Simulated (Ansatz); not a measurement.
# One elementary step

Start structure (CH4ClO, doublet), relaxed at PBE0-D4/def2-TZVP:

```
7
angstrom
H -0.2581 -0.8081 -0.3144
C 0.6235 -0.6740 0.3079
Cl 0.8100 1.0666 0.6337
O -1.9799 1.1523 -1.1034
H 1.5167 -1.0201 -0.2057
H 0.5060 -1.1861 1.2594
H -1.2183 1.4695 -0.5776
```

The step: CH₃Cl ([CH3][Cl]) + OH → CH₂Cl ([CH2][Cl]) + H₂O; bonds formed: H1–O4; bonds broken: H1–C2. Ansatz 0.2.0; basis: def2-TZVPP and def2-QZVPP; cores frozen in the correlated methods; orbitals are unrestricted. Extrapolation: Hartree–Fock as exp(−7.88 √X), correlation as X^−2.97. Energies below are by CCSD(T) at an estimated basis limit (MP2 extrapolated from triple and quadruple zeta, plus CCSD(T) − MP2 in triple zeta).

Q: What are the electronic barrier and the energy of the step, from the start structure to the end structure? (To be estimated.)

A: By the calculation: Barrier 32.7 kJ/mol; step energy -71.9 kJ/mol (downhill); reverse barrier, their difference, 104.6 kJ/mol. Barrier and step energy count from the start structure, the reverse barrier from the end structure.

The saddle point: One imaginary mode of 432i cm⁻¹.
```
 pair  start (Å)  saddle (Å)  end (Å)
H1–O4       2.73        1.41     0.96
H1–C2       1.09        1.17     2.37
```

Zero-point energy (harmonic, PBE0-D4): ZPE is 126.9 kJ/mol at the start and 118.1 kJ/mol at the saddle, so the barrier goes from 32.7 to 23.9 kJ/mol.

T1 diagnostic: at most 0.022. ⟨S²⟩ of the unrestricted Hartree–Fock references: 0.75 to 0.77 (a pure state has 0.75). The end structure is not quite a true minimum (one mode of 61i cm⁻¹).

Labels in which every atom is bracketed show which atoms are joined, not bond orders.

For scale, one of the runs: CCSD(T)/def2-TZVPP, 160 basis functions, launched by `ansatz run in.yaml --threads 4 --pin off --events-out ev --progress --plain --max-ram 9574MiB`. Hardware: 4 CPU threads of an Arm Neoverse V2, shared host. Wall time 55 s; peak host memory 3 GiB.
